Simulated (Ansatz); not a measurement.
# H2S2Si: the cost of one run

Computed with Ansatz 0.2.0, Gaussian basis. Level: PBE0-D4/def2-SVP.

### 1 The starting structure

SMILES `S=[SiH]S`, 5 atoms, charge 0, spin multiplicity 1.

Atoms are counted from 1 here; the program's logs count them from 0.

Bond lengths: S1–Si2 1.983 Å, Si2–S3 2.141 Å, Si2–H4 1.444 Å, S3–H5 1.324 Å. Angles: S1–Si2–S3 122.3°, S1–Si2–H4 135.3°, S3–Si2–H4 102.4°, Si2–S3–H5 96.2°.

As a file:

```mol
H2S2Si
  3D, bonds by distance, orders not assigned

  5  4  0  0  0  0  0  0  0  0999 V2000
   -1.8707    0.6833    0.8217 S   0  0
   -0.5449   -0.3540   -0.2268 Si  0  0
    1.5537    0.0628   -0.1499 S   0  0
   -0.6079   -1.4582   -1.1549 H   0  0
    1.4698    1.0661    0.7100 H   0  0
  1  2  8  0
  2  3  8  0
  2  4  8  0
  3  5  8  0
M  END
```

### 2 Dynamics

Input file md/in.yaml:

```yaml
crystal:
  periodic: [false, false, false]
  atoms:
    - {symbol: S, position_ang: [-1.870720, 0.683330, 0.821660]}
    - {symbol: Si, position_ang: [-0.544860, -0.353990, -0.226820]}
    - {symbol: S, position_ang: [1.553670, 0.062810, -0.149950]}
    - {symbol: H, position_ang: [-0.607910, -1.458210, -1.154880]}
    - {symbol: H, position_ang: [1.469810, 1.066070, 0.709980]}
basis:
  gaussian: {orbitals: def2-SVP}
hamiltonian: {xc: pbe0, dispersion: d4}
md: {n_steps: 40, timestep: 0.5, temperature: 700, ensemble: nvt_nose_hoover, seed: 898, initial_velocities: maxwell_boltzmann}
```

The run is started by

```bash
$ ansatz run in.yaml --threads 2 --pin off --events-out ev --progress --plain --max-ram 3481MiB
```

Q: Estimate wall time and peak memory on 2 threads of AMD EPYC, shared host.

About 2.6 min, with a peak of 0.13 GiB.
